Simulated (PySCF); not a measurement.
Frontier orbitals and the lowest excitations

Compound: (chloromethyl)cyclopropane, C₄H₇Cl.
Z-matrix (Å and degrees, PBE0-D3(BJ)/def2-SVP geometry), rows numbered from 1:
```
Cl
C   1  1.7961
C   2  1.4952  1  111.82
C   3  1.4971  2  119.82  1   -79.45
C   4  1.4989  3   60.27  2  -108.26
H   2  1.0995  1  106.71  3  -121.78
H   2  1.0989  1  106.62  3   122.48
H   3  1.0948  2  114.20  1    66.12
H   4  1.0940  3  117.38  5   108.47
H   4  1.0926  3  118.03  5  -108.68
H   5  1.0929  3  117.92  4   108.78
H   5  1.0941  3  117.91  4  -107.96
```

Method: TDDFT B3LYP/def2-SVPD, vertical, gas phase, core orbitals frozen in the response (PySCF 2.14.0, density-fitted response routines).

Kohn–Sham orbitals with the atoms that hold most of them (Löwdin shares over 4%, at most four atoms; ? is withheld):

```csv
orbital,ε (eV),atoms
LUMO+2,0.90,"H8 20%, Cl1 16%, H6 11%, H12 10%"
LUMO+1,0.67,"Cl1 30%, C2 15%, C4 12%, H10 8%"
LUMO,?,"Cl1 38%, C2 18%, C5 10%, H7 7%"
HOMO,-8.00,?
HOMO-1,-8.09,?
HOMO-2,-8.48,"C4 25%, C3 24%, Cl1 21%, C5 10%"
HOMO-3,-8.66,"C5 30%, C4 20%, Cl1 18%, C3 13%"
```

(1) Give the leading atoms of the HOMO-1.

(2) Which atoms hold the HOMO, and with what shares?

(3) What is the LUMO energy, and the HOMO–LUMO gap?

Answers

(1) Cl1 (bonded to C) 71%; C2 (bonded to C, Cl and 2 H) 12%; H7 (bonded to C) 5%.

(2) Cl1 (bonded to C) 59%; C3 (bonded to 3 C and H) 14%; C5 (bonded to 2 C and 2 H) 9%; C2 (bonded to C, Cl and 2 H) 7%. By element: chlorine 59%, carbon 30% or more.

(3) ε(LUMO) = 0.23 eV; the gap is 8.23 eV (0.3025 hartree).

Question: How does S1 compare with the orbital gap of 8.23 eV?

Answer: S1 is at 7.11 eV (f = 0.010), 1.12 eV below the gap, made of HOMO→LUMO (76%), HOMO-1→LUMO (11%). Without the coupling terms of the response equations the lowest excitation would equal the gap.

Question: Give energy, strength and leading configuration of S1 and S2, and follow the Löwdin shares of the leading atoms from the occupied to the empty orbital.

Answer: 
- S1 (7.11 eV, f 0.010), HOMO→LUMO (76%): Cl1 59% → 38%, C3 14% → at most 8%, C2 7% → 18%
- S2 (7.16 eV, f 0.010), HOMO-1→LUMO (76%): Cl1 71% → 38%, C2 12% → 18%

Löwdin shares depend on the basis, the more so with diffuse functions.

One conformer stands for the species.
